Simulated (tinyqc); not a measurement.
Worked calculation (part 3 of 3): UHF in the sto-6g basis, for H2O, spin multiplicity 1. Computed by tinyqc, a small Python program that keeps every step (integrals from PySCF). Command: `OMP_NUM_THREADS=1 python tinyqc.py 25884 25885 out.jsonl` (the two numbers bound the seeds that draw the settings). One thread of a shared host (Intel(R) Xeon(R) Processor @ 2.60GHz), about 0.2 s of CPU time with the checks.

Geometry (angstrom):
```
atom        x         y        z
O     0.00000   0.00000  0.00000
H     0.00000   0.71100  0.65000
H     0.00000  -0.71100  0.65000
```

## Convergence

Stop when the energy changes by less than 1e-09 hartree and every element of the error matrix X^T (F D S - S D F) X (for each spin) is below 9e-06.

Course of the cycle:
```
iteration  E (hartree)     change  largest element of the error matrix
1          -75.2408925          -                             2.09e-01
2          -75.4779573  -2.37e-01                             1.12e-01
3          -75.5894218  -1.11e-01                             8.04e-02
4          -75.6484365  -5.90e-02                             4.95e-02
5          -75.6697802  -2.13e-02                             2.72e-02
6          -75.6766717  -6.89e-03                             1.27e-02
7          -75.6781783  -1.51e-03                             5.97e-03
8          -75.6785077  -3.29e-04                             2.80e-03
9          -75.6785807  -7.31e-05                             1.32e-03
10         -75.6785971  -1.63e-05                             6.29e-04
11         -75.6786008  -3.74e-06                             2.99e-04
12         -75.6786017  -8.57e-07                             1.42e-04
13         -75.6786019  -1.94e-07                             6.77e-05
14         -75.6786019  -4.40e-08                             3.22e-05
15         -75.6786019  -1.00e-08                             1.53e-05
16         -75.6786019  -2.27e-09                             7.29e-06
17         -75.6786019  -5.16e-10                             3.47e-06
```

PySCF UHF in the same basis, after a stability check = -75.6786019 hartree

Converged in 17 iterations.

## Populations, bond orders and dipole

D(alpha) after iteration 17, order 1O 1s, 1O 2s, 1O 2px, 1O 2py, 1O 2pz, 2H 1s, 3H 1s:
$$\begin{pmatrix}
1.05242 & -0.22574 & 0.00000 & 0.00000 & 0.04828 & -0.00819 & -0.00819 \\
-0.22574 & 1.01338 & 0.00000 & 0.00000 & -0.30240 & -0.03440 & -0.03440 \\
0.00000 & 0.00000 & 1.00000 & -0.00001 & 0.00000 & 0.00001 & -0.00001 \\
0.00000 & 0.00000 & -0.00001 & 0.39055 & 0.00000 & 0.28009 & -0.28009 \\
0.04828 & -0.30240 & 0.00000 & 0.00000 & 0.57714 & 0.23802 & 0.23802 \\
-0.00819 & -0.03440 & 0.00001 & 0.28009 & 0.23802 & 0.30863 & -0.09313 \\
-0.00819 & -0.03440 & -0.00001 & -0.28009 & 0.23802 & -0.09313 & 0.30863
\end{pmatrix}$$

D(beta) after iteration 17, order 1O 1s, 1O 2s, 1O 2px, 1O 2py, 1O 2pz, 2H 1s, 3H 1s:
$$\begin{pmatrix}
1.05242 & -0.22574 & 0.00000 & 0.00000 & 0.04828 & -0.00819 & -0.00819 \\
-0.22574 & 1.01338 & 0.00000 & 0.00000 & -0.30240 & -0.03440 & -0.03440 \\
0.00000 & 0.00000 & 1.00000 & 0.00001 & 0.00000 & -0.00001 & 0.00001 \\
0.00000 & 0.00000 & 0.00001 & 0.39055 & 0.00000 & 0.28009 & -0.28009 \\
0.04828 & -0.30240 & 0.00000 & 0.00000 & 0.57714 & 0.23802 & 0.23802 \\
-0.00819 & -0.03440 & -0.00001 & 0.28009 & 0.23802 & 0.30863 & -0.09313 \\
-0.00819 & -0.03440 & 0.00001 & -0.28009 & 0.23802 & -0.09313 & 0.30863
\end{pmatrix}$$

overlap S, order 1O 1s, 1O 2s, 1O 2px, 1O 2py, 1O 2pz, 2H 1s, 3H 1s:
$$\begin{pmatrix}
1.00000 & 0.23114 & 0.00000 & 0.00000 & 0.00000 & 0.05466 & 0.05466 \\
0.23114 & 1.00000 & 0.00000 & 0.00000 & 0.00000 & 0.47278 & 0.47278 \\
0.00000 & 0.00000 & 1.00000 & 0.00000 & 0.00000 & 0.00000 & 0.00000 \\
0.00000 & 0.00000 & 0.00000 & 1.00000 & 0.00000 & 0.28827 & -0.28827 \\
0.00000 & 0.00000 & 0.00000 & 0.00000 & 1.00000 & 0.26353 & 0.26353 \\
0.05466 & 0.47278 & 0.00000 & 0.28827 & 0.26353 & 1.00000 & 0.28692 \\
0.05466 & 0.47278 & 0.00000 & -0.28827 & 0.26353 & 0.28692 & 1.00000
\end{pmatrix}$$

Mulliken: Z minus the diagonal of D S on the atom; Loewdin: the same with S^(1/2) D S^(1/2); Mayer order: 2 sum_s sum (D(s) S)_ij (D(s) S)_ji over the two atoms.

Charges (e):
```
atom  Mulliken   Loewdin  Mulliken spin
1O    -0.36531  -0.25602              0
2H     0.18265   0.12801              0
3H     0.18265   0.12801              0
```

Mayer bond orders:
```
pair    order
2-1   0.96046
3-1   0.96046
3-2   0.00618
```

dipole moment about the origin, x y z (debye): [0.00000, 0.00000, 1.81574]

<S^2> of the determinant (pure state: 0) = 1.77e-10
